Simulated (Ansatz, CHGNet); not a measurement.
For zinc-blende ZnSe, the machine-learned potential CHGNet-r²SCAN (trained on r²SCAN data) gives:

lattice parameter a: 5.657 Å
formation enthalpy: -0.848 eV/atom

**Question.** What does r²SCAN-D4 (Ansatz, a program for electronic structure, PAW) give for the same quantities?

**Answer.** 
- lattice constant a: 5.644 Å (shrinks by 0.2 %)
- formation enthalpy: -0.844 eV/atom (moves by +0.004 eV/atom)

For comparison: lattice constant a 5.668 Å (measured, room temperature, no zero-point or thermal correction; as tabulated in Albrecht et al. (1997), arXiv:cond-mat/9706128); formation enthalpy -0.85 eV/atom (measured, 298 K, not corrected to a static lattice; as tabulated in Zhang et al. (2018), doi:10.1038/s41524-018-0065-z).

Changes are worked out from the printed values.

Unless a cell is named, each level is at its own relaxed cell (CHGNet-r²SCAN 22.63, r²SCAN-D4 22.47 Å³/atom).

Ansatz's density-functional and Hartree–Fock values are scalar-relativistic unless marked +SOC, with PAW data made under PBE.
